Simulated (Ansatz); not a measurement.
# BSiH (triplet): wave-function methods side by side, cc-pVDZ

An exercise on one series of results from a longer session: the logs are not shown, and one member is left open.

Method: cc-pVDZ, core rule «outside noble gas», up to 6 orbitals frozen; program: Ansatz 0.2.0, Gaussian basis.

Plan: UHF; CCSD(T) on ROHF; CCSD(T) on UHF; BCCD(T) on ROHF; CISD; CCSDT(Q) on ROHF; CCSDT(Q) on UHF; CASSCF and MRCISD+Q, 8 electrons in 9 orbitals; CASSCF and NEVPT2, 8 electrons in 9 orbitals.

4 further runs of the same task are left out: 4 set aside as unsound or not needed.

**The system**

The geometry is a PBE0/def2-TZVP stationary point (not a proven minimum) of the parent state, kept for this charge and spin.

3 atoms, charge 0, spin multiplicity 3.

Atoms are counted from 1 here; the program's logs count them from 0.

Bond lengths: Si1–B2 1.895 Å, B2–H3 1.186 Å. Angles: Si1–B2–H3 180.0°.

Set-up of the first run:

The input, in.yaml:

```yaml
crystal:
  periodic: [false, false, false]
  atoms:
    - {symbol: Si, position_ang: [0.000000, 0.000000, 1.658754]}
    - {symbol: B, position_ang: [0.000000, 0.000000, -0.236394]}
    - {symbol: H, position_ang: [0.000000, 0.000000, -1.422360]}
basis:
  gaussian: {orbitals: cc-pVDZ}
magnetization: {spin_polarized: true, initial_magnetization: 2}
hamiltonian: {xc: hf}
output: {orbitals: {seedname: orbitals}}
```

On the command line:

```console
$ ansatz run in.yaml --threads 1 --pin off --events-out ev --progress --plain --max-ram 3328MiB --backend cpu
```

Steps of the session up to this table: UHF; CCSD(T) on ROHF; CCSD(T) on UHF; BCCD(T) on ROHF; CISD; CCSDT(Q) on ROHF; CCSDT(Q) on UHF; CASSCF and MRCISD+Q, 8 electrons in 9 orbitals; CASSCF and NEVPT2, 8 electrons in 9 orbitals.

One table of the session follows, with a row left open; its other results are not shown here.

It belongs to the step «Misses and costs». 

```
          method  from UCCSDT(Q) (kcal/mol)
            ROHF                    +107.59
             UHF                    +105.26
            RMP2                     +24.71
            UMP2                     +24.94
            CISD                     +10.96
           RCCSD                          ?
           UCCSD                      +4.92
        RCCSD(T)                      +1.15
        UCCSD(T)                      +1.15
         BCCD(T)                      +1.15
          RCCSDT                      +0.26
          UCCSDT                      +0.25
       RCCSDT(Q)                      +0.01
       UCCSDT(Q)                          0
  CASSCF valence                     +63.34
  NEVPT2 valence                     +16.16
  MRCISD valence                      +3.67
MRCISD+Q valence                      +0.02
```

**Question.** Estimate the row for RCCSD.

As computed: from UCCSDT(Q) (kcal/mol): +5.00. In the column «from UCCSDT(Q) (kcal/mol)» it lies between UCCSD (+4.92) and CISD (+10.96).

Caveats from the session: Restricted and unrestricted rows rest on different reference determinants; where their highest levels disagree by more than a few hundredths of an eV, they describe different states and don't form one ladder.
